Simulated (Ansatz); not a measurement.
`O[B]Cl` radical. The species carries charge 0 and has multiplicity 2. All single points use the PBE0-D4/def2-TZVP geometry. It is one conformer, not always the lowest.

```xyz
4

O     0.804    0.032   -0.136
B    -0.457    0.089    0.296
Cl   -1.786   -0.533   -0.638
H     1.439    0.411    0.478
```

Q: What is the dipole moment at PBE/def2-TZVPP? (An estimate is asked.)

A: The calculation gave: 1.93 D, with components (1.67, 0.58, 0.76) D in this frame, pointing from negative to positive charge.

Q: And with r2SCAN, B3LYP, ωB97M-V? (An estimate is asked.)

A: Ansatz gave: r2SCAN 2.04 D, B3LYP 1.99 D, ωB97M-V 1.99 D.

Q: Give the Mulliken charges with PBE, B3LYP, r2SCAN in def2-TZVPP. (Estimate.)

A: Computed: 
```csv
atom,PBE,B3LYP,r2SCAN
O1,-0.16,-0.19,-0.23
B2,0.04,0.09,0.12
Cl3,-0.11,-0.13,-0.13
H4,0.23,0.23,0.25
```

B3LYP here is the variant with VWN-RPA as its local correlation; programs differ in this.
